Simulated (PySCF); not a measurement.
How methods differ on the electron affinity of Al

Al⁻ [Ne] 3s2 3p2 (3P) → Al [Ne] 3s2 3p1 (2P), as a difference of total energies. Calculation: PySCF 2.14, in x2c-TZVPPall with one added diffuse shell each of s, p, d type (6s6p4d1f, 51 functions); the spin-free X2C one-electron Hamiltonian (Gaussian nucleus). Correlated levels: valence: [Ne] frozen; valence and next inner shell: 1s2 frozen. The calculations carry no spin-orbit coupling.

```csv
method,electron affinity (eV),error (eV)
UHF,0.011,-0.422
LDA,0.623,+0.190
PBE,0.564,+0.131
PBE0,0.521,+0.088
r2SCAN,0.599,+0.166
M06,0.312,-0.121
TPSS,0.495,+0.062
wB97X-V,0.274,-0.159
revPBE,0.543,+0.110
MP2 (valence),0.343,-0.090
SCS-MP2 (valence),0.247,-0.186
MP2 (valence and next inner shell),0.330,-0.103
SCS-MP2 (valence and next inner shell),0.236,-0.197
```

Reference: 0.433 eV (measured; photodetachment measurements, as compiled on the Wikipedia data page of electron affinities).

Errors of the correlated levels include the incompleteness of this basis and the frozen core.

In the anion the highest occupied orbital energy is positive at LDA, PBE, PBE0, r2SCAN, M06, TPSS, revPBE, a self-interaction effect; the basis confines that electron, and the energy difference can still be sensible.
